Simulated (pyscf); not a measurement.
Optimised with ωB97X-D3(BJ)/def2-SVP in PySCF.

### Question
For the elementary gas-phase step `[CH3][GaH2]` + `[OH2]` → `[CH3][GaH][OH]` + `[H][H]` (singlet surface; Ga–H, H–O, H–O broken, Ga–O, H–H, H–O formed), what barrier and reaction energy does ωB97M-D3(BJ)/def2-TZVP give, measured from the separated reactants?

### Answer
ΔE‡ = 4.04 eV, ΔE = -0.57 eV. Zero-point energy shifts the barrier by -0.18 eV. It is a multi-bond step, with an imaginary mode of 1917i cm⁻¹. On the reactant side the descent ends in an adduct with a Ga–O contact, 0.63 eV under the separated species and 4.73 eV under the saddle at ωB97X-D3(BJ)/def2-TZVP. What is counted as formed (Ga–O) is already present as a longer contact in the reactant adduct; forming that adduct is a step of its own. From the product side, CH₃• + [HO–GaH]• + H₂ lies, by one bond made or cut, 1.19 eV under this saddle at ωB97M-D3(BJ)/def2-TZVP. This saddle turned up in a search for another step; its sides and bond changes are read from the two ends of the descent. The same reactants have a lower exit, to CH₄ + HO–GaH₂ (barrier +0.48 eV at ωB97M-D3(BJ)/def2-TZVP, against +4.04 eV here). Another saddle between the same species, by other bonds, lies lower (0.40 eV against 4.04 eV at ωB97M-D3(BJ)/def2-TZVP). Elements up to Kr have no core potential and no relativistic terms here.
